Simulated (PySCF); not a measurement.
Bond stretch in SMILES ClCCl. The C1–Cl5 bond (C1 also carries Cl, H, H; Cl5 carries nothing else) is pulled apart rigidly from the PBE0/def2-TZVP optimised geometry. Each curve is given relative to its own lowest point near equilibrium.

```csv
R / Å,A,B,C,D
1.40,310.8,308.6,327.0,319.8
1.48,163.8,163.6,174.4,169.3
1.60,45.8,46.7,50.6,48.0
1.67,14.4,15.2,16.8,15.4
1.71,5.0,5.5,6.3,5.5
1.76,0.0,0.0,0.0,0.0
1.82,1.8,0.9,0.4,1.2
1.88,9.9,8.1,7.2,8.9
1.92,18.0,15.4,14.4,16.7
2.07,60.4,54.8,53.4,57.8
2.16,91.0,83.5,81.7,87.5
2.37,166.0,154.0,150.4,209.4
2.61,244.6,230.2,222.8,282.0
2.94,305.2,318.3,302.1,322.1
3.15,326.1,364.0,339.5,333.2
3.53,346.1,428.7,384.8,342.4
3.84,353.3,467.7,405.8,345.5
4.32,357.7,510.0,422.0,347.4
4.80,359.1,537.1,428.8,348.1
5.33,359.6,556.1,765.8,348.4
6.21,359.9,574.5,433.8,348.6
```

Energies in kJ/mol.

Problem. Which curve belongs to which method? The methods are PySCF 2.14.0 with CCSD on RHF/cc-pVDZ, 11 core orbitals frozen; restricted CAM-B3LYP/cc-pVDZ (PySCF); unrestricted wB97X-V/cc-pVDZ in PySCF 2.14.0; MP2 on UHF/cc-pVDZ, 11 core orbitals frozen in PySCF.

Solution. A is UKS-wB97X-V; B is RKS-CAM-B3LYP; C is RCCSD; D is UMP2.

The T1 diagnostic of CCSD on the restricted reference of RCCSD exceeds 0.045 at 3.15 to 6.21 Å. The unrestricted determinant behind UKS-wB97X-V is spin-contaminated at 2.61 to 6.21 Å (<S²> up to 1.0, against 0.00 for a pure singlet). At the longest distance RKS-CAM-B3LYP leaves fractional charges on the fragments, a sign of delocalisation error or of the restricted form. The restricted form behind RKS-CAM-B3LYP keeps the bonding electrons paired and can't separate into open-shell fragments. The unrestricted determinant behind UMP2 is spin-contaminated at 2.37 to 6.21 Å (<S²> up to 1.0, against 0.00 for a pure singlet).
